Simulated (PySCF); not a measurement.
water (H2O), SMILES O.

Geometry optimised at TPSSh-D3(BJ)/def2-TZVPD.

Calculation: TDDFT-CAM-B3LYP/def2-TZVPD run with PySCF.

Vertical excitations. The molecule is in vacuum. State labels are in the subgroup C2v.

Computed lowest excited states:
```json
[
 {"state": "S1", "symmetry": "B1", "energy (eV)": "7.29", "λ (nm)": "170", "f": "0.047", "main pairs": "HOMO→LUMO 98 %"},
 {"state": "S2", "symmetry": "A2", "energy (eV)": "8.99", "λ (nm)": "138", "f": "0.000", "main pairs": "HOMO→LUMO+1 93 %"},
 {"state": "S3", "symmetry": "A1", "energy (eV)": "9.44", "λ (nm)": "131", "f": "0.089", "main pairs": "HOMO−1→LUMO 90 %"},
 {"state": "S4", "symmetry": "B1", "energy (eV)": "9.99", "λ (nm)": "124", "f": "0.006", "main pairs": "HOMO→LUMO+3 97 %"},
 {"state": "S5", "symmetry": "A1", "energy (eV)": "10.32", "λ (nm)": "120", "f": "0.006", "main pairs": "HOMO→LUMO+2 89 %"},
 {"state": "S6", "symmetry": "B2", "energy (eV)": "11.16", "λ (nm)": "111", "f": "0.013", "main pairs": "HOMO−1→LUMO+1 96 %"},
 {"state": "S7", "symmetry": "A2", "energy (eV)": "11.28", "λ (nm)": "110", "f": "0.000", "main pairs": "HOMO→LUMO+4 93 %"},
 {"state": "S8", "symmetry": "B1", "energy (eV)": "11.95", "λ (nm)": "104", "f": "0.011", "main pairs": "HOMO−1→LUMO+2 71 %, HOMO→LUMO+5 26 %"},
 {"state": "S9", "symmetry": "B1", "energy (eV)": "12.07", "λ (nm)": "103", "f": "0.022", "main pairs": "HOMO→LUMO+5 71 %, HOMO−1→LUMO+2 27 %"},
 {"state": "S10", "symmetry": "A1", "energy (eV)": "12.25", "λ (nm)": "101", "f": "0.015", "main pairs": "HOMO−1→LUMO+3 92 %"},
 {"state": "T1", "symmetry": "B1", "energy (eV)": "6.83", "λ (nm)": "181", "f": "0", "main pairs": "HOMO→LUMO 95 %"},
 {"state": "T2", "symmetry": "A2", "energy (eV)": "8.78", "λ (nm)": "141", "f": "0", "main pairs": "HOMO→LUMO+1 88 %"},
 {"state": "T3", "symmetry": "A1", "energy (eV)": "8.91", "λ (nm)": "139", "f": "0", "main pairs": "HOMO−1→LUMO 94 %"},
 {"state": "T4", "symmetry": "A1", "energy (eV)": "9.67", "λ (nm)": "128", "f": "0", "main pairs": "HOMO→LUMO+2 95 %"}
]
```
Triplets are in the Tamm–Dancoff approximation, which puts them higher than full response would, so one can lie above its singlet here.
